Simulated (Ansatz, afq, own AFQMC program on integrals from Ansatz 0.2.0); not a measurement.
# Where AFQMC and coupled cluster stand for HBrF, doublet

```xyz
3

Br    0.0000    0.0000   -1.4779
H     0.0000    0.0000   -0.0573
F     0.0000    0.0000    1.5351
```

Connectivity, by distances: BrH ··· F.

Basis cc-pVTZ. Only valence electrons are correlated. AFQMC by an in-house program on the Cholesky factors that Ansatz 0.2.0 writes for its CCSD(T) run. The CISD trial takes its coefficients from CCSD amplitudes. Released means that phaseless walkers are propagated on without the constraint, phases kept. Error bars are statistical, one sigma. No spin–orbit coupling.

Determinant: UHF, the one that the program's search chose, which needn't be the lowest solution. The geometry is a point of a scan.

No full CI on the walks' own integrals is used here; CCSDT(Q) serves as the reference and is uncertain by about the last step of the cluster series.

Cautions: no relativity below Rb; no spin-orbit coupling; inner d shell frozen; the search met a lower determinant of the same kind, perhaps of another symmetry (8 meV lower); the released energies are still falling, so no released level is given (meV from the phaseless value at times in 1/Eh: -6 ± 6 at 0.24, -16 ± 5 at 0.51, -23 ± 6 at 0.99, -20 ± 15 at 1.50), though the last usable value meets CCSDT(Q) within the noise.

- T1 diagnostic: 0.0163
- weight of the determinant in the CISD state: 0.882
- ⟨S²⟩ of the determinant: 0.760
- size of the correlated space: 15 electrons in 72 orbitals

| level | correlation energy (eV) |
| --- | --- |
| MP2 | -10.3604 |
| CCSD | -11.2067 |
| CCSD(T) | -11.5108 |

Q: Estimate where phaseless AFQMC with the Hartree–Fock trial lies against CCSD(T) on the same integrals.

A: 49.5 ± 30.7 meV above CCSD(T). The gap is under twice the noise, so this walk alone can't tell the two apart.

Reference: CCSDT(Q), correlation energy -11.544 eV.

```csv
level,E − E(reference) (meV),share of correlation (%)
CCSD(T),33.5,99.71
CCSDT,10.8,99.91
ph-AFQMC/HF,83.0 ± 30.7,99.28
ph-AFQMC/CISD,23.4 ± 5.7,99.80
```

A walk keeps the symmetry of its determinant, which the program's search chose and which needn't be the lowest solution, so a lower state of the same spin and another symmetry isn't excluded.
